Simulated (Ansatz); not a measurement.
# C5H9N: a dynamics run in two tries

Aim: a short trajectory for this system.

Program: Ansatz 0.2.0. Level of theory: UKS B3LYP-D4/STO-3G. These are calculated values, not measurements.

### 1 The structure to begin with

Bond lengths: C2–C3 1.420 Å, C3–N4 1.384 Å, C3–C5 1.396 Å, C5–C6 1.380 Å, C6–C7 1.411 Å, C2–H8 1.081 Å, C2–H9 1.088 Å, N4–H10 1.008 Å, N4–H11 1.009 Å, C5–H12 1.082 Å, C6–H13 1.084 Å, C7–H14 1.082 Å, C7–H15 1.085 Å. Angles (14 of 18 angles, heavy atoms first): C2–C3–N4 119.4°, C2–C3–C5 121.1°, N4–C3–C5 118.5°, C3–C5–C6 121.3°, C5–C6–C7 122.8°, C3–C2–H8 117.3°, C3–C2–H9 114.7°, C3–N4–H10 115.6°, C3–N4–H11 116.9°, C3–C5–H12 117.5°, C6–C5–H12 118.8°, C5–C6–H13 116.6°, C7–C6–H13 119.1°, C6–C7–H14 117.9°.

Structure file:

```xyz
15

H     0.9128    0.9818   -0.2482
C     0.3375    0.8272    1.0168
C    -0.3462   -0.3990    0.8031
N    -0.4128   -1.3271    1.8274
C    -0.7408   -0.7901   -0.4778
C    -0.2324   -0.1750   -1.6037
C     0.4337    1.0684   -1.5598
H    -0.2378    1.7383    0.9254
H     0.9651    0.8496    1.9055
H     0.1790   -1.1426    2.6224
H    -0.4583   -2.2993    1.5609
H    -1.2172   -1.7562   -0.5810
H    -0.1489   -0.7857   -2.4951
H    -0.1486    1.9464   -1.3138
H     1.1150    1.2634   -2.3820
```

### 2 The run

File input.yaml:

```yaml
crystal:
  periodic: [false, false, false]
  atoms:
    - { symbol: H, position_ang: [0.9128, 0.9818, -0.2482] }
    - { symbol: C, position_ang: [0.3375, 0.8272, 1.0168] }
    - { symbol: C, position_ang: [-0.3462, -0.399, 0.8031] }
    - { symbol: "N", position_ang: [-0.4128, -1.3271, 1.8274] }
    - { symbol: C, position_ang: [-0.7408, -0.7901, -0.4778] }
    - { symbol: C, position_ang: [-0.2324, -0.175, -1.6037] }
    - { symbol: C, position_ang: [0.4337, 1.0684, -1.5598] }
    - { symbol: H, position_ang: [-0.2378, 1.7383, 0.9254] }
    - { symbol: H, position_ang: [0.9651, 0.8496, 1.9055] }
    - { symbol: H, position_ang: [0.179, -1.1426, 2.6224] }
    - { symbol: H, position_ang: [-0.4583, -2.2993, 1.5609] }
    - { symbol: H, position_ang: [-1.2172, -1.7562, -0.581] }
    - { symbol: H, position_ang: [-0.1489, -0.7857, -2.4951] }
    - { symbol: H, position_ang: [-0.1486, 1.9464, -1.3138] }
    - { symbol: H, position_ang: [1.115, 1.2634, -2.382] }
magnetization:
  spin_polarized: true
basis:
  gaussian: { orbitals: STO-3G }
hamiltonian:
  xc: b3lyp
  dispersion: d4
md:
  timestep: 0.5
  n_steps: 25
  ensemble: nvt_langevin
  initial_velocities: maxwell_boltzmann
  seed: 407167
```

On the command line:

```bash
$ ansatz run input.yaml --threads 1 --pin off --max-ram 2048MiB --backend cpu --events-out ev --progress --plain --runs-dir out
```

Before running it: what results should come out? Wanted: first try.

**Answer**, as computed:

| quantity | value |
| --- | --- |
| first try | refused |
| cause | a Langevin thermostat is asked for with no temperature to hold |

What this shows: The fault in the first input was caught at the input check and cost nothing.
